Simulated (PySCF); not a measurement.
Q: What does the PBE0-D3(BJ)/def2-SVP structure of `CN` (methylamine) look like in three dimensions?

A: 
Z-matrix in Å and degrees, rows numbered from 1:
```
C 
N   1  1.4463
H   1  1.1020  2  109.85
H   1  1.1110  2  116.28  3  -121.72
H   1  1.1019  2  109.75  3   116.60
H   2  1.0176  1  110.51  3    64.18
H   2  1.0177  1  110.51  3  -178.73
```

N2 (primary amine nitrogen) is pyramidal (angles 110.5°, 110.5° and 106.1°, sum 327.1°, 0.38 Å off the plane of its three neighbours).

Computed with PBE0-D3(BJ)/def2-SVP geometry optimisation, gas phase in PySCF 2.14.0.

Point group: Cs (tolerance 0.08 Å). No PBE0-D3(BJ)/def2-SVP frequencies stand behind this structure, so it isn't proved a minimum.


Give a PBE0-D3(BJ)/def2-SVP geometry of `[Cl][Sn]([Cl])([Cl])[Cl]`.

```
atom  x, y, z in Å
Sn1    0.0160   -0.0176   -0.0032
Cl2   -0.1563   -0.1222    2.3039
Cl3    2.2456   -0.0008   -0.6226
Cl4   -1.0158    1.8946   -0.8022
Cl5   -1.0147   -1.8645   -0.9379
```

Orientation and origin are arbitrary. Atoms count from 1 in this order. Sn1 (tin bonded to 4 Cl) is tetrahedral (angles from 108.8° to 110.4°). All 4 Cl–Sn bonds measure 2.312 to 2.316 Å.

Bonds between heavy atoms (Å): Sn1–Cl2 2.316, Sn1–Cl3 2.314, Sn1–Cl4 2.315, Sn1–Cl5 2.312.

Computed, not measured: PBE0-D3(BJ)/def2-SVP geometry optimisation, gas phase, def2 core potentials past Kr in PySCF 2.14.0.

Point group: Td (tolerance 0.08 Å). Not checked by PBE0-D3(BJ)/def2-SVP frequencies.


Q: Write a Z-matrix for `[Si](O)(O)(O)C` as optimised with PBE0-D3(BJ)/def2-TZVP.

A: 
Z-matrix in Å and degrees, rows numbered from 1:
```
C 
Si  1  1.8468
O   2  1.6387  1  113.40
O   2  1.6368  1  105.58  3  -119.24
O   2  1.6473  1  112.20  3   117.29
H   1  1.0920  2  110.36  3    57.50
H   1  1.0929  2  111.05  3   176.88
H   1  1.0918  2  110.95  3   -62.63
H   3  0.9580  2  115.93  1   103.75
H   4  0.9586  2  116.78  1   167.32
H   5  0.9574  2  117.73  1    59.74
```

O3 (silanol oxygen) is bent (angle 115.9°). Si2 (oxygen-bound silicon) is distorted tetrahedral (angles from 103.9° to 113.4°).

Theory: PBE0-D3(BJ)/def2-TZVP geometry optimisation, gas phase in PySCF.

Stationary, but not proved a minimum. The numbers are those of one conformer (C1–Si2–O3–H 104°, C1–Si2–O4–H 167°, C1–Si2–O5–H 60°).
